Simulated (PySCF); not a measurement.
**Working out the electron affinity of S**

S⁻ [Ne] 3s2 3p5 (2P) → S [Ne] 3s2 3p4 (3P). Calculation: PySCF 2.14, in aug-cc-pCVTZ-DK; scalar relativity by spin-free X2C-1e. Frozen: 1s2. Energies in hartree (1 hartree = 27.21139 eV):

```tsv
part	S⁻ (lower)	S (upper)
UHF	-398.623100	-398.591009
CCSD correlation	-0.473615	-0.437791
(T)	-0.010706	-0.007442
```

Task: What does Hartree-Fock give?

Result: (-398.591009) − (-398.623100) = 0.032091 hartree = 0.873 eV.

Task: What do CCSD and CCSD(T) give?

Result: The CCSD correlation energies differ by 0.035824 hartree = 0.975 eV and the triples by 0.003264 hartree = 0.089 eV, so CCSD gives 1.848 eV and CCSD(T) 1.937 eV.

A first-order spin-orbit estimate adds -0.003 eV to CCSD(T) (valence and next inner shell), giving 1.934 eV against 2.077 eV (measured; photodetachment measurements, as compiled on the Wikipedia data page of electron affinities).

What remains against the reference includes basis incompleteness, the frozen core and higher excitations.
